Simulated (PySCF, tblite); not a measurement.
Compound: C₄H₇FO.
Structure used (GFN2-xTB), in Å, numbered top down from 1:
```xyz
13
C4H7FO angstrom
C      1.829   -0.321   -0.004
C      0.604    0.204    0.678
O      0.472    0.285    1.872
C     -0.531    0.636   -0.251
C     -1.741   -0.274   -0.071
F     -0.121    0.606   -1.569
H      1.555   -1.148   -0.657
H      2.560   -0.646    0.730
H      2.252    0.460   -0.633
H     -0.795    1.679   -0.034
H     -1.483   -1.293   -0.350
H     -2.561    0.066   -0.698
H     -2.047   -0.255    0.971
```

Level of theory: PBE0/pcSseg-1 in PySCF (dipole) on a GFN2-xTB geometry, gas phase.

Masses are those of the commonest isotopes; rigid-rotor values at the optimised geometry. The values belong to one conformer with, in the numbering `[CH3:1][C:2](=[O:3])[C@H:4]([CH3:5])[F:6]`, C1–C2–C4–C5 114°.

(1) Give the principal moments of inertia and the rotational constants in MHz.

(2) Classify the top.

(3) What does the inertial defect say?

(4) Give the other two planar moments, Paa and Pbb, and the rms extents of the mass along the axes.

(5) List the rotational levels J(Ka,Kc) to J = 2 (MHz).

(6) Which lines would a microwave search look for?

(7) Estimate the classical rotational partition function at 25 K, 50 K and 100 K.

Answers

(1) Ia = 106.24, Ib = 157.55, Ic = 228.65 u·Å²; 505379 MHz·u·Å²/I gives A = 4757, B = 3208, C = 2210 MHz.

(2) An asymmetric top. Ray's parameter κ = (2B − A − C)/(A − C) = -0.217; −1 is the prolate and +1 the oblate limit.

(3) Not planar: Δ = Ic − Ia − Ib = -35.15 u·Å². For a rigid frame Δ = −2 Σ m c², so Σ m c² = 17.57 u·Å² lies off the ab plane: 7.26 from hydrogen and 10.32 from heavier atoms. The atom farthest from that plane is 1.58 Å away.

(4) Paa = Σ m a² = (Ib + Ic − Ia)/2 = 139.97 and Pbb = Σ m b² = (Ia + Ic − Ib)/2 = 88.67 u·Å². With the mass M = 90.05 u, the rms extents √(P/M) along a, b and c are 1.25, 0.99, 0.44 Å.

(5) Above 0(0,0):
J = 1: 1(0,1) 5418, 1(1,1) 6967, 1(1,0) 7965
J = 2: 2(0,2) 15905, 2(1,2) 16806, 2(1,1) 19798, 2(2,1) 24445, 2(2,0) 24795

(6) The dipole components are |μa| = 1.03 D, |μb| = 0.64 D, |μc| = 0.47 D. Intensities carry the squares of the components, which stand as 1.00 : 0.39 : 0.21 (a : b : c). Some lines, for components of 0.1 D or more:

```
type  branch         J(Ka,Kc)    MHz  lower level (cm⁻¹)
   c       Q  1(1,1) ← 1(0,1)   1549               0.181
   c       Q  3(2,2) ← 3(1,2)   3424               1.243
   b       R  1(1,1) ← 0(0,0)   6967               0.000
   b       Q  4(3,1) ← 4(2,2)   7979               2.197
   b       R  2(0,2) ← 1(1,1)   8938               0.232
   a       Q  4(1,3) ← 4(1,4)   9444               1.686
   b       Q  4(3,2) ← 4(2,3)  11229               2.071
   b       Q  5(1,4) ← 5(0,5)  13208               2.473
   c       R  2(2,1) ← 1(1,1)  17478               0.232
   c       Q  5(5,1) ← 5(4,1)  17591               3.843
   b       R  2(2,0) ← 1(1,1)  17828               0.232
   b       R  4(0,4) ← 3(1,3)  19012               1.046
   a       R  4(1,4) ← 3(1,3)  19158               1.046
   b       R  3(2,2) ← 2(1,1)  20901               0.660
   a       R  4(3,1) ← 3(3,0)  22640               1.708
   c       R  3(3,1) ← 2(2,1)  26683               0.815
   a       R  5(2,3) ← 4(2,2)  29538               2.197
   c       R  4(3,2) ← 3(2,2)  32621               1.358
   c       R  5(3,3) ← 4(2,3)  38914               2.071
   c       R  5(4,1) ← 4(3,1)  41369               2.463
   c       R  5(5,0) ← 4(4,0)  45572               2.910
   b       R  5(5,0) ← 4(4,1)  45588               2.909
```

(7) Point group C1, symmetry number σ = 1; q = (√π/σ)·√((kT/h)³/(ABC)), k/h = 20836.6 MHz/K: 3630 at 25 K, 10300 at 50 K, 29000 at 100 K.

Its GFN2-xTB frequencies are all real (lowest 36 cm⁻¹). These are rigid-rotor constants of the computed structure; measured ground-state constants (B0) also hold zero-point vibration. A rigid rotor knows nothing of internal rotation, which can split or shift real lines.

Hardware: one thread, Intel Xeon Platinum 8488C (x86_64), no GPU (shared host). Cost: 14 s, 0.66 GiB resident at most. This is the PBE0/pcSseg-1 job that gave the dipole, with the shieldings it also computed.
